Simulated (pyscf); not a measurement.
Thermochemistry of product channels of tungsten hexafluoride (F–W(F)(F)(F)(F)–F) + silylene (SiH₂) [singlet] on the singlet surface, in kcal/mol, from ωB97M-D3(BJ)/def2-TZVP energies (ideal gas, 1 atm, RRHO with modes under 100 cm⁻¹ raised to 100, one conformer, R ln 2 for chiral ones without a mode under 150 cm⁻¹). Optimised with ωB97X-D3(BJ)/def2-SVP in PySCF.

```
products                            ΔE  ΔH(298 K)  ΔG(298 K)  ΔG(600 K)
----------------------------------  --  ---------  ---------  ---------
F–SiH₂–W(F)(F)(F)(F)–F               …      -43.2      -33.8      -24.3
F–SiH: [singlet] + F–WH(F)(F)(F)–F   …       +1.9       -0.6       -2.8
```

### Question
Some entries are withheld; supply them.

### Answer

- F–SiH₂–W(F)(F)(F)(F)–F, ΔE: -46.6
- F–SiH: [singlet] + F–WH(F)(F)(F)–F, ΔE: +0.5

These are energies of the channels, which say nothing of barriers. Elements past Kr carry the def2 core potentials, without spin-orbit coupling.
